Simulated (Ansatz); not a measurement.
Several settings on one geometry of AlH₂Cl (that of the charge 0 singlet, r2SCAN-D4/def2-TZVP). Ansatz on 4 threads of Arm Neoverse V2 on a shared host; times are rough.

Cartesian coordinates in Å:
```
Al 0.0823 0.1372 -0.0009
H 1.6537 0.0448 0.0139
H -0.7396 1.4796 -0.0211
Cl -0.9964 -1.6616 0.0080
```

Totals from different functionals, basis sets or treatments of relativity can't be compared as stabilities.

DK, ANO-RCC and x2c sets are all-electron and run with scalar relativity unless a key says otherwise.

The spins typed aren't always the lowest for that charge.

(1) Give the basis size and estimate the energy, ⟨S²⟩ and time of these runs.

```json
{"run": "1", "method": "RKS CAM-B3LYP-D3(BJ)/ANO-RCC-VTZP", "charge": "0", "state": "singlet", "further keys": "pseudopotentials: {relativity: scalar}; scf: {lower_state_search: off}"}
{"run": "2", "method": "RKS LDA (SPW92)/def2-SVP", "charge": "0", "state": "singlet", "further keys": "forces asked"}
{"run": "3", "method": "UKS r2SCAN0/def2-SVP", "charge": "-1", "state": "doublet", "further keys": "scf: {omitted_lower_state_checks: [starts]}; forces asked"}
{"run": "4", "method": "RKS B97/cc-pVDZ", "charge": "0", "state": "singlet", "further keys": "scf: {omitted_lower_state_checks: [starts]}"}
```

Answers

(1) 
```json
{"run": "1", "functions": "96", "energy (Eh)": "-705.7996", "⟨S²⟩": "–", "wall time": "0.75 s"}
{"run": "2", "functions": "46", "energy (Eh)": "-701.0795", "⟨S²⟩": "–", "wall time": "0.67 s"}
{"run": "3", "functions": "46", "energy (Eh)": "-703.5910", "⟨S²⟩": "0.76", "wall time": "0.95 s"}
{"run": "4", "functions": "46", "energy (Eh)": "-703.7864", "⟨S²⟩": "–", "wall time": "0.5 s"}
```

The highest occupied level of an anion often lies above zero with these methods, and sets without diffuse functions describe the outer electron poorly.
